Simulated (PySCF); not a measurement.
Species: ethyl propyl ether, C₅H₁₂O.
Z-matrix (Å and degrees, PBE0-D3(BJ)/def2-TZVP geometry), rows numbered from 1:
```
C 
C   1  1.5185
C   2  1.5101  1  112.08
O   3  1.4028  2  109.39  1  -179.82
C   4  1.4041  3  112.83  2   179.36
C   5  1.5073  4  108.94  3   179.89
H   1  1.0935  2  111.33  3   -59.26
H   1  1.0915  2  111.21  3  -179.21
H   1  1.0935  2  111.34  3    60.79
H   2  1.0940  1  110.41  3  -121.18
H   2  1.0941  1  110.40  3   121.16
H   3  1.1027  2  110.14  1    59.00
H   3  1.1027  2  110.19  1   -58.63
H   5  1.1015  4  109.92  3   -58.82
H   5  1.1016  4  109.94  3    58.62
H   6  1.0917  5  110.55  4   -59.91
H   6  1.0921  5  110.40  4  -179.96
H   6  1.0916  5  110.56  4    59.97
```

Level: wB97X-D/pcSseg-2 in PySCF, non-relativistic, on one gas-phase PBE0-D3(BJ)/def2-TZVP geometry that isn't relaxed in the solvent. The solvent is an IEF-PCM continuum (Bondi radii, 1.10 Å for H, scaled by 1.2). Only the electrostatic response of the medium enters.

Gas phase at wB97X-D/pcSseg-2: HOMO -9.24 eV, LUMO 2.38 eV, dipole 1.02 D.

Task: What does the continuum do to the energy, the frontier levels and the dipole at wB97X-D/pcSseg-2 in chloroform?

Result: 
```tsv
solvent	ε	E(solvent) − E(gas) (kcal/mol)	polarisation term (kcal/mol)	distortion of the solute (kcal/mol)	HOMO (eV)	LUMO (eV)	dipole (D)
chloroform	4.711	-2.01	-2.23	0.22	-9.27	2.49	1.38
```

The first energy column is the sum of the next two and covers electrostatics alone.

Task: Which radius a makes the point-dipole formula ΔE = −[(ε − 1)/(2ε + 1)]·μ²/a³ give the value in chloroform, with the gas-phase dipole?

Result: μ = 0.403 au and |ΔE| = 0.00321 Eh give a = 1.39 Å; the farthest nucleus lies 3.98 Å from the centroid of the nuclei, so such a sphere wouldn't even hold the nuclei. The formula assumes a rigid point dipole at the centre of a sphere.

wB97X-D is run here without its empirical dispersion term; that term would change no orbital, density or response property at a fixed geometry.
